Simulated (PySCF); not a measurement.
Species: PH3.
SMILES with atom numbers: `[PH3:1]` (hydrogens: H2, H3, H4 on P1)

Level: wB97X-D/pcSseg-2 in PySCF, non-relativistic, on one gas-phase PBE0-D3(BJ)/def2-TZVP geometry that isn't relaxed in the solvent. The solvent is an IEF-PCM continuum (Bondi radii, 1.10 Å for H, scaled by 1.2). Specific hydrogen bonds and non-electrostatic terms are outside this model.

Gas phase at wB97X-D/pcSseg-2: HOMO -9.77 eV, LUMO 2.35 eV, dipole 0.79 D.

Question: What does the continuum do to the energy, the frontier levels and the dipole at wB97X-D/pcSseg-2 in chloroform?

Answer: 
```
   solvent      ε  E(solvent) − E(gas) (kcal/mol)  polarisation term (kcal/mol)  distortion of the solute (kcal/mol)  HOMO (eV)  LUMO (eV)  dipole (D)
chloroform  4.711                           -0.78                         -0.87                                 0.09      -9.70       2.51        0.98
```

The polarisation term is half the interaction of the solute with the surface charges that it induces; the rest is the cost of distorting the solute's density. The sum is the electrostatic part of solvation alone.

Note: wB97X-D ran without an empirical dispersion term, which enters the total energy and its gradient alone.
